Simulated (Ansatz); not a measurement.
# CS2: functionals against CCSD(T) at one geometry

One table from this session's results is given with a row withheld; the runs are named, their logs left out.

Method: single points in def2-TZVPP; program: Ansatz 0.2.0, Gaussian basis.

Correlated methods freeze the cores.

## Where the work starts

3 atoms, charge 0, spin multiplicity 1.

Atoms are counted from 1 here; the program's logs count them from 0.

Bond lengths: S1–C2 1.549 Å, C2–S3 1.568 Å. Angles: S1–C2–S3 175.3°.

Geometry (Å):

```xyz
3
CS2
S     1.3605   -0.1494    0.7389
C     0.0209   -0.0398   -0.0306
S    -1.3684    0.1643   -0.7274
```

The first run:

run/in.yaml reads:

```yaml
crystal:
  periodic: [false, false, false]
  atoms:
    - {symbol: S, position_ang: [1.360544, -0.149384, 0.738889]}
    - {symbol: C, position_ang: [0.020918, -0.039819, -0.030629]}
    - {symbol: S, position_ang: [-1.368381, 0.164292, -0.727414]}
basis:
  gaussian: {orbitals: def2-TZVPP}
hamiltonian: {xc: pbe, dispersion: d4}
output: {forces: true}
```

Command:

```console
$ ansatz run in.yaml --threads 2 --pin off --events-out ev --progress --plain --max-ram 3481MiB
```

Among the steps run: PBE-D4/def2-TZVPP; r2SCAN-D4/def2-TZVPP; PBE0-D4/def2-TZVPP; wB97M-V/def2-TZVPP; CCSD(T)/def2-TZVPP.

One of the session's tables, all rows but one given; the rest of the session is left out.

| method | RMS force component (eV/Å) | angle to CCSD(T) forces (°) | dipole (D) |
| --- | --- | --- | --- |
| PBE-D4 | ? | ? | ? |
| r2SCAN-D4 | 0.407 | 27.9 | 0.12 |
| PBE0-D4 | 0.455 | 41.4 | 0.13 |
| wB97M-V | 0.459 | 44.1 | 0.15 |
| CCSD(T) | 0.388 | reference | 0.13 |

Q: Estimate the row for PBE-D4 from the others.

**Answer.** RMS force component (eV/Å): 0.391; angle to CCSD(T) forces (°): 5.6; dipole (D): 0.12. In the column «RMS force component (eV/Å)» it lies between CCSD(T) (0.388) and r2SCAN-D4 (0.407).
